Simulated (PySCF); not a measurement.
# Vertical excitation energies

Species: nitrosyl, NO (charge +1).
SMILES: `[O+]#N`

Method used: PySCF 2.14.0, density-fitted response routines, TDDFT CAM-B3LYP/def2-SVPD, vertical, gas phase, core orbitals frozen in the response. Isolated species at its GFN2-xTB geometry, gas phase.

What does the calculation give for the low-lying excited states?

| state | E (eV) | E (kJ/mol) | λ (nm) | f | symmetry | main configurations (H = HOMO, L = LUMO) |
| --- | --- | --- | --- | --- | --- | --- |
| S1 | 10.06 | 970 | 123.3 | 0.016 | Π | H→L/L+1 (98%) |
| S2 | 10.06 | 970 | 123.3 | 0.016 | Π | H→L/L+1 (98%) |
| S3 | 10.65 | 1027 | 116.4 | 0.0000 | – | H-2/H-1→L/L+1 (97%) |
| S4 | 11.23 | 1083 | 110.4 | 0.0000 | – | H-2/H-1→L/L+1 (99%) |
| S5 | 11.23 | 1083 | 110.4 | 0.0000 | – | H-2/H-1→L/L+1 (99%) |
| S6 | 15.52 | 1497 | 79.9 | 0.120 | Π | H-3→L/L+1 (97%) |
| S7 | 15.52 | 1497 | 79.9 | 0.120 | Π | H-3→L/L+1 (97%) |
| S8 | 17.54 | 1692 | 70.7 | 0.546 | Σ+ | H-2/H-1→L/L+1 (≥81%) |

Triplets (Tamm–Dancoff): T1 7.61 eV, H→L/L+1 (99%); T2 7.61 eV, H→L/L+1 (99%).

The lowest singlet level (S1/S2) lies at 10.06 eV (123 nm, vacuum ultraviolet) and is of moderate strength. The most intense listed level is S8 at 17.54 eV (71 nm, f = 0.546), 7.48 eV above S1. It is the last of those listed, so stronger ones may follow. S1/S2, S4/S5 and S6/S7 lie within about 0.01 eV of each other in each set; the point group C∞v has degenerate representations, and within a degenerate level the listed configurations can mix freely. Löwdin shares by element: HOMO nitrogen 72%, oxygen 28%; LUMO (one of a set within 0.03 eV) nitrogen 58%, oxygen 42%. The listed states span 7.48 eV, and the widest gap between neighbours is 4.29 eV (S5 to S6). Orbital energies (eV): HOMO-3 -31.56, HOMO-2 -29.11, HOMO-1 -29.11, HOMO -27.02, LUMO -11.74, LUMO+1 -11.74, LUMO+2 -3.70. Of the 8 states listed, 5 reach f = 0.01 and 3 stay under 0.0005. No computed singlet lies in the visible range (380 to 750 nm); the lowest, at 123 nm, stands 6.79 eV above its violet end (3.26 eV). Symmetry labels in C∞v follow from the direction of the transition dipole and are given only for states with f of 0.002 or more. Orbitals of the list HOMO-3 to LUMO+2 that lie within 0.01 eV of each other are written together with a slash and their weights summed (≥ marks a lower bound); for degenerate orbitals outside that list single weights are arbitrary. Only the lowest 8 singlets were computed, as vertical energies without vibronic structure.
